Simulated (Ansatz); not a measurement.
Input file:

```yaml
crystal:
  periodic: [false, false, false]
  atoms:
    - {symbol: Ge, position_ang: [0.000000, 0.000000, 0.000000]}
    - {symbol: Cl, position_ang: [0.000000, 0.000000, 2.178600]}
basis:
  gaussian: {orbitals: cc-pVDZ}
magnetization: {spin_polarized: true, initial_magnetization: 1}
hamiltonian: {xc: {name: B2PLYP}}
correlation: {electrons: outside_noble_gas}
```

```sh
$ ansatz run in.yaml --threads 1 --pin off --events-out ev --progress --plain --max-ram 4096MiB --backend cpu
```

Log:

```
523 factors; integrals over basis functions are off by at most 8.1e-4 eV
mean field evaluation 1: about -69022.5575 eV, gradient 8.6e0 eV
mean field evaluation 2: about -69022.5864 eV, gradient 8.6e0 eV
mean field evaluation 4: about -69023.1276 eV, gradient 5.4e-1 eV
mean field evaluation 8: about -69023.1341 eV, gradient 1.5e-2 eV
mean field evaluation 16: about -69023.1341 eV, gradient 1.7e-5 eV
mean field -69023.13410031 eV, -2536.5533926258 hartree, gradient 5.8e-6 eV, S^2 0.755021; 0 other end points of the search recorded, 0 dependent functions left out
19 core orbitals not correlated: weight in the atoms' cores, before any rotation towards them, 0.999 or more for the frozen orbitals, at most 0.001 for the correlated occupied ones
reference -69023.13420866 eV, -2536.5533966076 hartree; 6, 5 occupied and 20, 21 virtual orbitals, 523 factors
second order -6.40957018 eV of doubles, -0.00000000 eV of singles
Total energy: -69024.86479261 eV, -2536.6169943947 hartree
```

Ran on 1 thread of AMD EPYC 7R13, shared host: 1.5 s wall, 0.14 GiB peak host memory.
